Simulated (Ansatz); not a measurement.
Elements on the sites of an ideal bcc lattice, at a guessed lattice constant:

```
Cd Sn Pb
1.0
     7.81011    0.00000    0.00000
     0.00000    7.81011    0.00000
     0.00000    0.00000    7.81011
Cd Sn Pb
3 2 11
Cartesian
  0.0000 0.0000 3.9051
  5.8576 5.8576 1.9525
  5.8576 1.9525 5.8576
  3.9051 0.0000 3.9051
  5.8576 1.9525 1.9525
  0.0000 0.0000 0.0000
  3.9051 0.0000 0.0000
  0.0000 3.9051 0.0000
  1.9525 1.9525 1.9525
  3.9051 3.9051 0.0000
  0.0000 3.9051 3.9051
  1.9525 5.8576 1.9525
  1.9525 1.9525 5.8576
  3.9051 3.9051 3.9051
  1.9525 5.8576 5.8576
  5.8576 5.8576 5.8576
```

Cell and atoms were relaxed without symmetry on coarser meshes and computed once more. All numbers below come from DFT PBE, scalar-relativistic, plane waves, PAW in Ansatz.

Settings: cutoff 420 eV, Γ-centred mesh 4×5×5 on the computed 16-atom cell, Gaussian smearing of 0.10 eV; no spin polarisation.

The relaxation ran on 2×2×2 (shifted) and then 3×3×3 k points with a smearing of 0.1 eV, from sites shaken by 0.02 Å.

Task: What does the relaxation give?

Result: A volume of 30.22 Å³/atom and no gap on the mesh. It lies 0.03 eV/atom above the elements' standard states (static lattices, no corrections for gases). The atoms leave their sites by 0.12 Å (root mean square) and 0.24 Å at most, and the cell stretches by up to 29.2 % at fixed volume, so the lattice hasn't survived.

```
CELL_PARAMETERS angstrom
10.14247 -0.00378 0.00430
0.00082 6.90509 0.00880
-0.00158 0.00883 6.90438
ATOMIC_POSITIONS crystal
Cd 0.00401 0.00122 0.49909
Cd 0.74929 0.75450 0.24958
Cd 0.74927 0.25070 0.74579
Sn 0.49713 0.00104 0.49930
Sn 0.75238 0.22724 0.27302
Pb 0.99023 0.00150 0.00197
Pb 0.51032 0.00269 0.00148
Pb 0.97659 0.49774 0.00258
Pb 0.24790 0.24736 0.25300
Pb 0.52241 0.50006 0.00021
Pb 0.99020 0.49834 0.49883
Pb 0.24800 0.74922 0.25035
Pb 0.24802 0.24997 0.75107
Pb 0.51036 0.49889 0.49758
Pb 0.24713 0.75102 0.74923
Pb 0.75261 0.77028 0.73007
```

The final mesh leaves forces up to 0.08 eV/Å and stresses up to 0.5 GPa: the relaxation ran on a coarser mesh, so the cell's shape, its bonds and its energy belong partly to that mesh.

Spin-orbit coupling is left out, which matters for the bands of heavy elements.

Cost: 2 runs of about 29 core-minutes in all (earlier runs that led there not counted), on Intel Xeon Processor @ 2.50GHz (Skylake/Cascade Lake) (shared hosts).